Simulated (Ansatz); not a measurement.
A run on C3H5N (`C=CN=C`) with other settings.

```yaml
crystal:
  periodic: [false, false, false]
  atoms:
    - {symbol: C, position_ang: [-0.238350, 1.488249, -0.839899]}
    - {symbol: C, position_ang: [0.118057, 0.363732, -0.369115]}
    - {symbol: N, position_ang: [-0.416552, -0.294542, 0.737695]}
    - {symbol: C, position_ang: [0.064552, -1.393681, 1.062827]}
    - {symbol: H, position_ang: [0.134917, 1.961818, -1.748893]}
    - {symbol: H, position_ang: [-1.111511, 1.966985, -0.289921]}
    - {symbol: H, position_ang: [0.893840, -0.255712, -0.863987]}
    - {symbol: H, position_ang: [-0.392715, -1.904239, 1.951478]}
    - {symbol: H, position_ang: [0.833292, -1.895531, 0.566847]}
basis:
  gaussian: {orbitals: def2-mTZVP}
hamiltonian: {xc: {name: rPW86-PBE}, dispersion: d3bj}
```

```sh
$ ansatz run in.yaml --threads 2 --pin off --events-out ev --progress --plain --max-ram 4352MiB
```

It prints (some lines left out):

```
Functional definition: rPW86-PBE
910 factors; their error is unknown
mean field evaluation 1: about -4680.4334 eV, gradient 7.2e1 eV
mean field evaluation 2: about -4656.6449 eV, gradient 1.2e2 eV
mean field evaluation 4: about -4692.4117 eV, gradient 1.1e1 eV
mean field evaluation 8: about -4692.6610 eV, gradient 2.6e-1 eV
mean field evaluation 16: about -4692.6179 eV, gradient 4.3e-4 eV
mean field -4692.61786099 eV, -172.4505256209 hartree, gradient 1.5e-5 eV, S^2 0.000000; 0 other end points of the search recorded, 0 dependent functions left out
reference -4692.61796369 eV, -172.4505293949 hartree; 15, 15 occupied and 76, 76 virtual orbitals, 910 factors
Total energy: -4692.76700853 eV, -172.4560066917 hartree
```

Run time 2 s (2 threads of an Arm Neoverse V2 on a shared host); peak host memory 0.14 GiB.
